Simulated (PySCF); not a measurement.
# Potential energy of Na₂ along the bond

Set-up: Na x2c-SVPall; spin-free X2C with a Gaussian nucleus (PySCF 2.14). Energies in eV from Na + Na in their ground configurations at the same level. State: ¹Σg⁺ (singlet), closed shell.

All columns are PBE0.

```
R (Å)  E (eV)  HOMO (eV)  LUMO (eV)  Mayer bond order  ⟨S²⟩
2.684  -0.575      -3.70      -1.15              1.02  0.00
2.809  -0.644      -3.66      -1.18              1.01  0.00
2.934  -0.687      -3.62      -1.22              1.01  0.00
3.027  -0.703      -3.59      -1.26              1.00  0.00
3.121  -0.708      -3.56      -1.29              1.00  0.00
3.215  -0.704      -3.53      -1.33              1.00  0.00
3.340  -0.685      -3.50      -1.38              1.00  0.00
3.495  -0.648      -3.46      -1.44              1.00  0.00
3.683  -0.586      -3.42      -1.51              1.00  0.00
3.933  -0.487      -3.36      -1.61              1.00  0.00
```

Closed-shell solutions of metal pairs were not tested for spin polarisation, which can lower them a little.
